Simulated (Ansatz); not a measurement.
**Zinc-blende CdSe: TA phonon frequency at L by level of theory**

No measured value is used here.

```tsv
level (code)	value (cm⁻¹)	cell (Å³/atom)
LDA (Ansatz)	34	27.10
PBE (Ansatz)	…	29.73
r²SCAN (Ansatz)	34	28.84
```

Task: What belongs in the gaps?

Result: 
- PBE (Ansatz, a first-principles code), value (cm⁻¹): 35

Each level is taken at its own relaxed cell. Cutoffs and k meshes differ between the levels. Ansatz's density-functional and Hartree–Fock values are scalar-relativistic unless marked +SOC, with PAW data made under PBE.
